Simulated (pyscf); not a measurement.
PySCF, gas phase, ωB97X-D3(BJ)/def2-SVP geometries. MP2 and CC: frozen core, UHF for open shells. ΔMP2 is the change of the MP2 total energy from the triple- to the quadruple-zeta basis.

Question: PBE/def2-TZVP puts the barrier of `[PH2][SiH2][PH2]` → `[SiH2]=[PH]` + `[PH3]` (elimination; singlet surface; H–P, P–Si broken, H–P formed) at 220.1 kJ/mol and the reaction energy at +155.2 kJ/mol, from the reactant's lowest minimum found. What do PBE0-D3(BJ)/def2-TZVP, M06-2X/def2-TZVP, CCSD(T)/def2-TZVPP + ΔMP2(QZVPP) give on the same structures?

Answer: PBE0-D3(BJ): ΔE‡ = 243.9 kJ/mol, ΔE = +177.2 kJ/mol; M06-2X: ΔE‡ = 252.8 kJ/mol, ΔE = +161.2 kJ/mol; CCSD(T): ΔE‡ = 259.7 kJ/mol, ΔE = +157.4 kJ/mol. PBE's barrier lies under all of them, by 23.8 to 39.6 kJ/mol. Its reaction energy lies under all of them, by 2.2 to 22.0 kJ/mol. On the product side the descent ends in a complex (not fully relaxed), 30.0 kJ/mol under the separated species and 118.3 kJ/mol under the saddle at ωB97X-D3(BJ)/def2-TZVP. At the saddle there is also a short H–Si contact that neither side keeps. At ωB97X-D3(BJ)/def2-TZVP the barrier from the zero used here is 278.6 kJ/mol. The same reactants have a lower exit, to :HSi–PH₂ [singlet] + PH₃ (barrier +228.2 kJ/mol at ωB97M-D3(BJ)/def2-TZVP, against +264.7 kJ/mol here). One saddle was located; it need not be the lowest between these sides. The CCSD(T) − MP2 part came from Ansatz, without density fitting, on the same reference.
